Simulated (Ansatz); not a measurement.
Barrier H + CH3F (SMILES CF) via CH4F, on the benchmark's geometries as Psi4's copy gives them; open shells unrestricted, no zero-point energy, no spin–orbit coupling.
Transition structure (charge 0, multiplicity 2):
```xyz
6

H     -0.0398     0.0000     0.0441
F     -0.0493     0.0000     1.2826
C     -0.0615     0.0000     2.9512
H      0.9905     0.0000     3.1943
H     -0.5901     0.9124     3.1835
H     -0.5901    -0.9124     3.1835
```

The values were computed with Ansatz (an electronic-structure program). Values without a source in brackets are computed.

The barrier height (kcal/mol) and the share of exact exchange:

```csv
functional,exact exchange (%),value
PBE/def2-TZVPPD,0,18.26
PBE0/def2-TZVPPD,25,25.51
BLYP/def2-TZVPPD,0,15.95
B3LYP/def2-TZVPPD,20,21.64
BHLYP/def2-TZVPPD,50,29.64
r2SCAN/def2-TZVPPD,0,19.16
```

Question: Take the value as linear in the share of exact exchange along PBE and PBE0. Give the slope, say whether the sign turns, and set the other functionals against that line.

Answer: 
Slope: (25.51 − (18.26))/2.5 = 2.90 kcal/mol for each 10 %. The line keeps its sign from 0 to 100 %. At 50 % it gives 32.8 kcal/mol. The LYP pair gives (29.64 − (15.95))/5 = 2.74 for each 10 %. BHLYP, at 50 %, lies -3.1 from the PBE line. B3LYP, at 20 %, lies -2.4 from the PBE line. r2SCAN, with none, stands 0.9 from PBE.
